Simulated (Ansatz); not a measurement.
# CH₅AlO: one structure at several levels

The task here is to estimate one member of a computed series from the others.

Method: single points in def2-TZVPP; program: Ansatz 0.2.0, Gaussian basis.

Correlated methods freeze the cores.

### Starting geometry

SMILES `[CH3][AlH][OH]`, 8 atoms, charge 0, spin multiplicity 1.

Atoms are counted from 1 here; the program's logs count them from 0.

Bond lengths: C1–Al2 2.010 Å, C1–H4 1.087 Å, C1–H5 1.105 Å, C1–H6 1.088 Å, Al2–O3 1.638 Å, Al2–H7 1.528 Å, O3–H8 0.946 Å. Angles: Al2–C1–H4 111.8°, Al2–C1–H5 113.1°, Al2–C1–H6 112.1°, H4–C1–H5 107.1°, H4–C1–H6 105.3°, H5–C1–H6 107.0°, C1–Al2–O3 123.5°, C1–Al2–H7 121.8°, O3–Al2–H7 114.7°, Al2–O3–H8 175.2°.

Geometry (Å):

```
C    -0.7766    0.9975   -0.0635
Al    0.5881   -0.4481   -0.3593
O     0.8894   -1.6413    0.7215
H    -0.3712    1.8228    0.5171
H    -1.6789    0.6399    0.4653
H    -1.1118    1.4422   -0.9982
H     1.4351   -0.5086   -1.6295
H     1.0916   -2.3730    1.2861
```

Set-up of the first run:

Contents of run/in.yaml:

```yaml
crystal:
  periodic: [false, false, false]
  atoms:
    - {symbol: C, position_ang: [-0.776600, 0.997500, -0.063500]}
    - {symbol: Al, position_ang: [0.588100, -0.448100, -0.359300]}
    - {symbol: O, position_ang: [0.889400, -1.641300, 0.721500]}
    - {symbol: H, position_ang: [-0.371200, 1.822800, 0.517100]}
    - {symbol: H, position_ang: [-1.678900, 0.639900, 0.465300]}
    - {symbol: H, position_ang: [-1.111800, 1.442200, -0.998200]}
    - {symbol: H, position_ang: [1.435100, -0.508600, -1.629500]}
    - {symbol: H, position_ang: [1.091600, -2.373000, 1.286100]}
basis:
  gaussian: {orbitals: def2-TZVPP}
correlation: {method: ccsd_t}
output: {forces: true}
```

No record of the launch command was kept for these runs.

Steps of the session up to this table: CCSD(T)/def2-TZVPP; PBE0-D4/def2-TZVPP; wB97M-V/def2-TZVPP; r2SCAN-D4/def2-TZVPP; PBE-D4/def2-TZVPP; B97M-V/def2-TZVPP; HSE06-D4/def2-TZVPP.

One table of the session follows, with a row left open; its other results are not shown here.

```
   method  RMS force component (eV/Å)  angle to CCSD(T) forces (°)  dipole (D)
  CCSD(T)                       0.436                    reference        1.10
  PBE0-D4                           ?                            ?           ?
  wB97M-V                       0.443                          6.6        1.08
r2SCAN-D4                       0.440                          7.4        1.11
   PBE-D4                       0.484                         18.4        1.08
   B97M-V                       0.414                         15.9        1.18
 HSE06-D4                       0.441                          6.3        1.05
```

Estimate the missing values for PBE0-D4.

As computed: RMS force component (eV/Å): 0.441; angle to CCSD(T) forces (°): 6.4; dipole (D): 1.05.
